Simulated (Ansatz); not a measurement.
Geometry optimisation, Ansatz 0.2.0, UKS PBE-D4/def2-SVP.

The input (input.yaml):

```yaml
crystal:
  periodic: [false, false, false]
  atoms:
    - { symbol: H, position_ang: [-0.204819, -0.585885, -1.055351] }
    - { symbol: C, position_ang: [-0.268504, 0.205325, -1.788587] }
    - { symbol: C, position_ang: [-0.323505, 1.103864, -2.614237] }
    - { symbol: O, position_ang: [0.015964, -1.578163, 0.975443] }
    - { symbol: C, position_ang: [0.19517, -0.490281, 1.75225] }
    - { symbol: H, position_ang: [-0.37446, 1.895438, -3.350601] }
    - { symbol: H, position_ang: [1.289782, -0.466582, 2.038843] }
    - { symbol: H, position_ang: [-0.297288, -0.586499, 2.761035] }
    - { symbol: H, position_ang: [-0.032538, 0.502782, 1.281204] }
magnetization:
  spin_polarized: true
  initial_magnetization: 1
basis:
  gaussian: { orbitals: def2-SVP }
hamiltonian:
  xc: pbe
  dispersion: d4
relax:
  f_tol: 0.03
  max_steps: 50
```

Run as:

```bash
$ ansatz run input.yaml --threads 2 --pin off --max-ram 3072MiB --backend cpu --events-out ev --progress --plain --runs-dir out
```

**Question.** Where does it end, and by what steps?

**Answer.** The run converged. After 3 steps the energy has fallen by 0.013 eV; O4 moved furthest, 0.10 Å.

| step | energy less start (eV) | largest force component (eV/Å) | accepted |
| --- | --- | --- | --- |
| 0 | 0.0000 | 0.262 | yes |
| 1 | -0.0051 | 0.209 | yes |
| 2 | -0.0126 | 0.067 | yes |
| 3 | -0.0129 | 0.025 | yes |

```xyz
9
Properties=species:S:1:pos:R:3
H -0.187 -0.605 -0.967
C -0.254 0.186 -1.717
C -0.316 1.077 -2.551
O 0.004 -1.529 0.888
C 0.187 -0.470 1.701
H -0.375 1.862 -3.292
H 1.283 -0.464 1.984
H -0.314 -0.591 2.701
H -0.028 0.535 1.253
```

Whether the end is a true minimum wasn't checked by a vibrational analysis.

Time of the run: 11 s on 2 threads of Arm Neoverse V1 (shared host), peak memory 0.16 GiB.
